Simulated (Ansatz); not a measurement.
Volume per atom (Å³/atom) of solids drawn from the class of elemental solids other than molecular ones, at two levels: PBE (Ansatz, a program for electronic structure, plane waves, PAW), and r²SCAN (Ansatz, plane waves, PAW).

```tsv
solid	PBE	r²SCAN	shift (%)
white tin (β-Sn)	28.41	27.59	-2.9
hcp Tc	14.44	14.20	-1.7
hcp Zn	15.24	14.47	-5.1
hcp Lu	29.10	29.01	-0.3
hcp Be	7.91	7.91	0.0
hcp Zr	23.39	23.50	+0.5
hcp Co	10.86	10.64	-2.0
body-centred tetragonal In	27.47	26.26	-4.4
hcp Os	14.28	14.02	-1.8
hcp Hf	22.53	22.35	-0.8
```

The shifts run from -5.1 % to +0.5 %, with a median of -1.7 %.

Over all 10 rows r²SCAN is the larger in 1.

Ansatz's runs of these crystals have no spin polarisation, but for hcp Co. Meta-GGA and hybrid levels favour moments, which can bear on hcp Co.

Density-functional runs with spin start from parallel moments for hcp Co.

Spin–orbit coupling is left out, also for the solids with elements from indium on (white tin (β-Sn), hcp Lu, body-centred tetragonal In, hcp Os, hcp Hf); its size isn't shown.

Ansatz's density-functional and Hartree–Fock values are scalar-relativistic unless marked +SOC, with PAW data made under PBE.
